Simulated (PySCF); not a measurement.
An unknown is described by computed data only.

Formula: PF5.

| Item | Value |
| --- | --- |
| XPS | P2p3/2 143.9, F1s 694.1 (×2), F1s 695.2 (×3), P1s 2158.7 eV [ΔSCF SCAN, pcX-3 on the ionised atom, pcseg-2 elsewhere, spin-free X2C, 2p3/2 from a spin–orbit splitting computed afterwards within the 2p shell] |
| UV, strongest line | among the 10 lowest singlet transitions: S5 at 11.62 eV (107 nm, f = 0.169) [TDDFT CAM-B3LYP/aug-cc-pVTZ] |
| UV, first state | lowest singlet excitation: 10.38 eV (119 nm, f = 0.000 summed over 2 states within 0.01 eV) [TDDFT CAM-B3LYP/aug-cc-pVTZ] |
| Polarisability | 26.0 au [CAM-B3LYP/aug-cc-pVTZ] |
| Triplet | lowest triplet excitation (Tamm–Dancoff): 10.03 eV [TDA CAM-B3LYP/aug-cc-pVTZ] |
| Rotational structure | rotational constants A, B, C: 3.730, 3.112, 3.107 GHz [PBE0-D3(BJ)/def2-TZVP] |

The electronic properties come from PySCF, for the isolated species, density fitting. Levels stand in brackets. Geometry: PBE0-D3(BJ)/def2-TZVP; no solvent, vibrations or thermal averaging.

**Question.** Propose a structure and show how it fits.

**Answer.** Numbering: `[F:1][P:2]([F:3])([F:4])([F:5])[F:6]`. The core levels belong to: P2p3/2 143.9 eV, phosphorus bonded to 5 F [P2]; F1s 694.1 eV, phosphorus-bound fluorine [F1/F6]; F1s 695.2 eV, phosphorus-bound fluorine [F3/F4/F5]; P1s 2158.7 eV, phosphorus bonded to 5 F [P2]. The optimised geometry has point group D3h and is a prolate symmetric top (the spread among constants that symmetry makes equal is optimisation noise). Structure: `FP(F)(F)(F)F` (phosphorus pentafluoride). The assignments are read from this structure; whether some other isomer fits the data as well wasn't checked.
